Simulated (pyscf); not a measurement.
One four-centre exchange on the singlet surface with elements of a group swapped. ωB97M-D3(BJ)/def2-TZVP, kJ/mol, from the separated reactants. PySCF, gas phase, ωB97X-D3(BJ)/def2-SVP geometries.

```json
[
 {"step": "HZn–SeH + H₂ → ZnH₂ + H₂Se", "barrier": "…", "reaction energy": "…", "imaginary mode (i cm⁻¹)": "1177"},
 {"step": "HS–ZnH + H₂ → ZnH₂ + H₂S", "barrier": "146.6", "reaction energy": "+75.9", "imaginary mode (i cm⁻¹)": "1246"}
]
```

**Question.** Fill in the missing entries.

**Answer.** 
- HZn–SeH + H₂ → ZnH₂ + H₂Se, barrier: 153.2
- HZn–SeH + H₂ → ZnH₂ + H₂Se, reaction energy: +90.7

Row 1: On the product side the descent ends in an adduct with a Se–Zn contact, 29.5 kJ/mol under the separated species and 76.0 kJ/mol under the saddle at ωB97X-D3(BJ)/def2-TZVP. Row 2: On the product side the descent ends in a complex, 28.7 kJ/mol under the separated species and 87.4 kJ/mol under the saddle at ωB97X-D3(BJ)/def2-TZVP. Each row is the saddle that its search found. Elements up to Kr have no core potential and no relativistic terms here.
